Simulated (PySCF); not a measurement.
Dipole moment and polarisability across levels of theory

Compound: bicyclo[2.1.0]pent-2-ene, C5H6.
SMILES: `C1[C@H]2[C@@H]1C=C2`

PySCF, dipoles from the SCF density, polarisabilities from static response with core orbitals frozen. Geometry: PBE0-D3(BJ)/def2-SVP; no solvent, vibrations or thermal averaging.

Reference dipole: 0.401 D (measured, gas; NIST CCCBDB Release 22 (SRD 101), experimental dipoles). The anisotropy is √(½[(α1 − α2)² + (α2 − α3)² + (α3 − α1)²]).

```csv
level,μ (D),error (%),α (Å³),anisotropy (Å³)
LDA/def2-SVPD,0.514,+28.1,8.23,1.78
PBE/def2-SVPD,0.485,+20.9,8.16,1.80
B3LYP/def2-SVPD,0.454,+13.2,8.02,1.71
PBE0/def2-SVPD,0.457,+14.0,7.92,1.68
BHandHLYP/def2-SVPD,0.429,+7.0,7.81,1.62
CAM-B3LYP/def2-SVPD,0.437,+8.9,7.88,1.63
wB97X-D/def2-SVPD,0.453,+13.0,7.89,1.62
LC-wPBE/def2-SVPD,0.422,+5.2,7.63,1.56
HF/def2-SVPD,0.414,+3.3,7.67,1.56
PBE0/6-31G*,0.373,-7.0,6.66,2.21
PBE0/def2-SVP,0.415,+3.6,6.97,1.97
PBE0/6-31+G*,0.491,+22.5,7.78,1.74
PBE0/aug-cc-pVDZ,0.472,+17.6,8.24,1.69
PBE0/def2-TZVP,0.446,+11.3,7.85,1.86
PBE0/def2-TZVPD,0.459,+14.5,8.18,1.71
```

For the dipole, the smallest error is 3.3% (HF/def2-SVPD) and the largest 28.1% (LDA/def2-SVPD). The dipole runs from 0.37 D (PBE0/6-31G*) to 0.51 D (LDA/def2-SVPD). No reference polarisability is at hand; against PBE0 in the largest diffuse basis at hand (def2-TZVPD) the other PBE0 rows deviate by 6-31G* -19%, def2-SVP -15%, 6-31+G* -5%, def2-SVPD -3%, aug-cc-pVDZ +1%, def2-TZVP -4%. In one basis (def2-SVPD) the functionals order the polarisability from LC-wPBE (lowest) to LDA (highest), a spread of 8%. With PBE0 the polarisability is 7.16 Å³ without diffuse functions (mean of 6-31G*, def2-SVP and def2-TZVP) and 8.03 Å³ with them (mean of 6-31+G*, def2-SVPD, aug-cc-pVDZ and def2-TZVPD). Measured values can belong to vibrating molecules; the computed ones are for one fixed geometry.
